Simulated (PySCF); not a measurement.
Gas-phase reaction: H3SiOH + H2SiO = O2 + 2 SiH3

Computed with PySCF (xtb for GFN2) and rigid-rotor harmonic-oscillator thermochemistry at 1 bar. † marks an energy on the PBE0/def2-TZVP geometry and frequencies; other levels use their own. MP2 freezes the core. 6-31G* has spherical d functions here. Open shells (unrestricted): O2 (multiplicity 3), SiH3 (multiplicity 2); the rest are closed-shell singlets. GFN2 has no spin-polarisation term. B3LYP is the form with VWN-RPA correlation. H3SiOH, H2SiO: computed as isolated molecules; such fragments, hydroxides, amides, oligomers or adducts are transient or little studied in the gas. MP2 isn't extrapolated to the basis-set limit; its ΔH°(298 K) is 692.3 kJ in def2-SVP and 794.2 kJ in def2-TZVPP. The harmonic model lacks anharmonicity and excited electronic states, which grow with temperature; levels with a mode under 35 cm⁻¹ are left out. Internal rotation in H3SiOH is treated as a harmonic vibration of one conformer, which makes the entropy rough.

```json
[
 {"level": "B3LYP/6-31G*", "ΔE electronic, kJ": "673", "ΔH°(298 K), kJ": "651", "ΔS°(298 K), J/K": "148", "ΔG°(1600 K), kJ": "416"},
 {"level": "B3LYP/def2-TZVP†", "ΔE electronic, kJ": "737", "ΔH°(298 K), kJ": "715", "ΔS°(298 K), J/K": "146", "ΔG°(1600 K), kJ": "483"},
 {"level": "GFN2-xTB", "ΔE electronic, kJ": "1228", "ΔH°(298 K), kJ": "1209", "ΔS°(298 K), J/K": "150", "ΔG°(1600 K), kJ": "970"},
 {"level": "HF/6-31G*", "ΔE electronic, kJ": "565", "ΔH°(298 K), kJ": "542", "ΔS°(298 K), J/K": "147", "ΔG°(1600 K), kJ": "307"},
 {"level": "M06-2X/def2-TZVP†", "ΔE electronic, kJ": "769", "ΔH°(298 K), kJ": "747", "ΔS°(298 K), J/K": "146", "ΔG°(1600 K), kJ": "515"},
 {"level": "MP2/def2-TZVPP†", "ΔE electronic, kJ": "816", "ΔH°(298 K), kJ": "794", "ΔS°(298 K), J/K": "146", "ΔG°(1600 K), kJ": "562"},
 {"level": "PBE0/def2-TZVP", "ΔE electronic, kJ": "714", "ΔH°(298 K), kJ": "692", "ΔS°(298 K), J/K": "146", "ΔG°(1600 K), kJ": "460"},
 {"level": "LDA/def2-TZVP†", "ΔE electronic, kJ": "792", "ΔH°(298 K), kJ": "770", "ΔS°(298 K), J/K": "146", "ΔG°(1600 K), kJ": "538"},
 {"level": "ωB97M-V/def2-TZVP†", "ΔE electronic, kJ": "779", "ΔH°(298 K), kJ": "757", "ΔS°(298 K), J/K": "146", "ΔG°(1600 K), kJ": "525"}
]
```
ΔH° is lowest at HF/6-31G* and highest at GFN2-xTB. No reference value is set beside these.
